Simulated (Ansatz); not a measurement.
The first iterations of a band of C3H6N2O (12 atoms, charge 0, multiplicity 1).

Theory: Ansatz 0.2.0, RKS BLYP/STO-3G.

```
movable images  : 5
climbing image  : yes
spring          : 5.0 eV/Å²
optimiser       : fire
start path      : IDPP
force threshold : 0.03 eV/Å
iteration limit : 52
end points      : relaxed
largest step    : 0.02 Å
```

First end point:

```xyz
12
Properties=species:S:1:pos:R:3
C -0.486 -1.074 1.051
N 0.536 -0.068 0.472
C 0.996 -0.366 -1.014
N 0.449 1.048 -1.482
C -0.060 1.129 -0.202
O -0.815 2.119 0.462
H 0.067 -1.992 1.345
H -1.298 -1.348 0.335
H -0.936 -0.615 1.958
H 2.104 -0.485 -1.106
H 0.458 -1.225 -1.485
H -0.936 2.823 -0.299
```

Last end point:

```xyz
12
Properties=species:S:1:pos:R:3
C -0.470 -1.184 0.934
N 0.599 -0.272 0.289
C 0.624 -0.288 -1.295
N 0.330 1.271 -1.329
C 0.163 1.138 0.034
O -0.166 2.062 1.047
H -0.589 -0.869 1.993
H -0.091 -2.229 0.906
H -1.462 -1.140 0.423
H 1.622 -0.578 -1.707
H -0.193 -0.901 -1.749
H -0.290 2.936 0.488
```

| iteration | highest image above the first end (eV) | largest band force component (eV/Å) |
| --- | --- | --- |
| 1 | 0.205 | 0.881 |
| 2 | 0.171 | 0.496 |
| 3 | 0.147 | 0.557 |
| 4 | 0.124 | 0.372 |
| 5 | 0.117 | 0.189 |
| 6 | 0.114 | 0.263 |
| 7 | 0.113 | 0.198 |
| 8 | 0.111 | 0.159 |
| 9 | 0.110 | 0.128 |
| 10 | 0.109 | 0.163 |
| 11 | 0.109 | 0.193 |
| 12 | 0.107 | 0.167 |

Question: Does the band converge within its limit, and where does its top end?

Answer: The forces met the threshold. It ended after 38 iterations with the highest image 0.101 eV above the first end. Another band between the same ends (5 images) ends at a top of the same energy, where a vibrational analysis finds 1 clearly imaginary mode. Limits of this set-up: minimal basis.

Time of the run: 15 min on 1 CPU thread of a shared host.
